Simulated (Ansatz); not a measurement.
# How methods differ on SiH3F (SMILES F[SiH3])

SiH3F has 5 atoms, charge 0, and is taken as a singlet. SMILES: `F[SiH3]`. The shape was relaxed beforehand at PBE0/def2-SVP.

Quantity: the adiabatic ionisation energy (to the doublet cation, shapes relaxed at PBE0/def2-SVP, no zero-point term), in eV. The values are calculated.

```csv
level,kind,program,value (eV),less CCSD(T)/def2-TZVPP,CPU time (all runs)
HF/def2-TZVPP,Hartree–Fock,Ansatz,10.92,-0.92,1.4 s
SVWN5/def2-TZVPP,LDA,Ansatz,11.58,-0.26,1.6 s
BLYP/def2-TZVPP,GGA,Ansatz,11.48,-0.36,2.6 s
PBE0-D4/def2-TZVPP,global hybrid,Ansatz,11.66,-0.18,3 s
wB97M-V/def2-TZVPP,range-separated hybrid,Ansatz,11.82,-0.02,11 s
B2PLYP/def2-TZVPP,double hybrid,Ansatz,11.74,-0.10,6 s
RPA@PBE/def2-TZVPP,RPA,Ansatz,12.08,+0.24,5.5 s
CCSD(T)/def2-TZVPP,coupled cluster or CI,Ansatz,11.84,0.00,20 s
```

Differences are taken from CCSD(T)/def2-TZVPP for orientation; it has basis-set and higher-order errors of its own. The values span 10.92 to 12.08 eV. CPU times are rough (shared hosts, several kinds of processor and program).
